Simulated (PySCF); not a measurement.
Isomers of C4H4F2. Method: TDDFT CAM-B3LYP/def2-SVPD, vertical, gas phase, core orbitals frozen in the response (PySCF 2.14.0, density-fitted response routines). Geometries: PBE0-D3(BJ)/def2-SVP; one conformer of each isolated species. Triplets are in the Tamm–Dancoff approximation.

A. `C=C(F)/C=C/F`
B. `C[C@@]1(F)C=C1F`
C. `FC(F)CC#C`

Lowest singlet levels (six at most, fewer where fewer were computed) with oscillator strengths:

1. 6.98 eV (f 0.003); 7.40 eV (f 0.065); 7.57 eV (f 0.040); 7.94 eV (f 0.008); 8.21 eV (f 0.035); 8.58 eV (f 0.004); T1 4.97 eV
2. 6.48 eV (f 0.000); 6.79 eV (f 0.002); 6.85 eV (f 0.000); 7.80 eV (f 0.032); 7.88 eV (f 0.056); 8.69 eV (f 0.009); T1 5.34 eV
3. 5.90 eV (f 0.684); 6.64 eV (f 0.003); 7.12 eV (f 0.010); 7.43 eV (f 0.014); 7.70 eV (f 0.024); 7.79 eV (f 0.008); T1 3.19 eV

Question: Match each spectrum to its molecule.

Answer: 1 = B, 2 = C, 3 = A.
- A: S1 at 5.90 eV, HOMO→LUMO (98%); Löwdin shares by element: HOMO carbon 81% (atoms not listed hold the other 19%); LUMO carbon 78% (atoms not listed hold the other 22%); HOMO -8.28 and LUMO -0.04 eV; point group Cs.
- B: S1 at 6.98 eV, HOMO-1→LUMO (45%), HOMO-1→LUMO+1 (45%); Löwdin shares by element: HOMO carbon 69% or more, fluorine 12% or more (atoms not listed hold the other 19%); LUMO carbon 64% or more, fluorine 10% or more (atoms not listed hold the other 26%); HOMO -9.72 and LUMO 1.04 eV.
- C: S1 at 6.48 eV, HOMO→LUMO+1 (56%), HOMO→LUMO (17%), HOMO-1→LUMO+2 (12%); Löwdin shares by element: HOMO carbon 90% or more, hydrogen 4% or more; LUMO carbon 65% (atoms not listed hold the other 35%); HOMO -9.59 and LUMO 1.22 eV.
